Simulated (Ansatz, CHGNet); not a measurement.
**Zinc-blende ZnSe: properties by level of theory**

Reference values: lattice constant a 5.668 Å (measured, room temperature, not corrected to a static lattice; as tabulated in Albrecht et al. (1997), arXiv:cond-mat/9706128); formation enthalpy -0.85 eV/atom (measured, 298 K, no zero-point or thermal correction; as tabulated in Zhang et al. (2018), doi:10.1038/s41524-018-0065-z).

```csv
level (code),lattice parameter a (Å),enthalpy of formation (eV/atom)
CHGNet-r²SCAN,…,-0.848
rVV10 (Ansatz),5.750,-0.688
r²SCAN-D4 (Ansatz),5.644,-0.844
r²SCAN+rVV10 (Ansatz),5.640,-0.828
```

**Question.** What belongs in the gaps?

**Answer.** 
- CHGNet-r²SCAN, lattice parameter a (Å): 5.657

Differences from the reference values (errors of the level alone only where the reference is corrected to a static lattice):

| level | lattice constant a (%) | formation enthalpy (eV/atom) |
|---|---|---|
| CHGNet-r²SCAN | -0.19 | +0.002 |
| rVV10 | +1.45 | +0.162 |
| r²SCAN-D4 | -0.42 | +0.006 |
| r²SCAN+rVV10 | -0.49 | +0.022 |

Nearest: lattice constant a, not ranked (reference at room or unstated temperature); formation enthalpy, CHGNet-r²SCAN or r²SCAN-D4 or r²SCAN+rVV10.

Machine-learned potentials (CHGNet-r²SCAN) are trained on DFT data: a solid inside that data is no test of them.

Ansatz's density-functional and Hartree–Fock values are scalar-relativistic unless marked +SOC, with PAW data made under PBE.

Differences are worked out from the printed values.

Computed values are for the static lattice.

Ansatz is a program for electronic structure.
